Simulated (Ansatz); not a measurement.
Total energies of the cluster Mg₂H₄ (the lowest singlet isomer of a short search) from Ansatz at PBE0-D4/def2-TZVP, gas phase (1 Eh = 27.2114 eV = 2625.5 kJ/mol). The reference geometry is relaxed at r2SCAN-D4/def2-TZVP.

Cartesian coordinates in Å:
```
Mg 0.533 -0.058 1.286
Mg -0.530 0.057 -1.286
H -1.185 0.129 -2.853
H -0.346 -1.208 0.088
H 1.174 -0.127 2.858
H 0.353 1.207 -0.092
```

```
                 state   geometry  energy (Eh)
      charge 0 singlet  reference   -402.30090
      charge 1 doublet  reference   -401.95677
free Mg atom (singlet)          –   -199.96078
 free H atom (doublet)          –     -0.50104
```

(1) Work out the vertical ionisation energy to the doublet.

(2) What is the binding energy per atom against free atoms?

(1) E(charge 1 doublet) − E(charge 0 singlet) = -401.95677 − (-402.30090) = 0.34413 Eh = 9.36 eV. For comparison, −ε of the highest occupied level is 7.41 eV at this level, 1.95 eV less.

(2) Atoms: 2 × (-199.96078) + 4 × (-0.50104) = -401.92572 Eh. Binding: -401.92572 − (-402.30090) = 0.37518 Eh = 10.21 eV, or 1.70 eV for each of 6 atoms (no zero-point energy, no counterpoise term).

The structure comes from a short search, and lower isomers may exist.
